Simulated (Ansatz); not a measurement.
## Ansatz (development build ahead of 0.2.0) run

```yaml
crystal:
  periodic: [false, false, false]
  atoms:
    - { symbol: Al, position_ang: [0.0, 0.0, -0.8856] }
    - { symbol: O, position_ang: [0.0, 0.0, 0.8856] }
basis:
  gaussian: { orbitals: def2-SVP }
total_charge: -1
hamiltonian:
  xc: hf
correlation:
  method: mp2
  frozen_orbitals: { Al: 5, O: 1 }
```

The input is written out in the form of the current development build from the run's settings.

Results

```yaml
Converged: yes
Reference_energy: -316.62179 hartree
Correlation_energy: -0.27062 hartree
Total_energy: -316.89241 hartree
Spin_squared_of_the_determinant: 0.000
Stability_test: minimum among restricted orbitals
Occupied_orbitals_by_symmetry_in_an_Abelian_subgroup_alpha;_beta: 7 A1 2 B1 2 B2; 7 A1 2 B1 2 B2
```

Messages of the program:
```
mean field -8615.71772906 eV, -316.6217865996 hartree, gradient 2.5e-6 eV, S^2 0.000000; 0 other ends of a descent, 0 dependent functions left out
```

Caution: no diffuse functions for an anion.
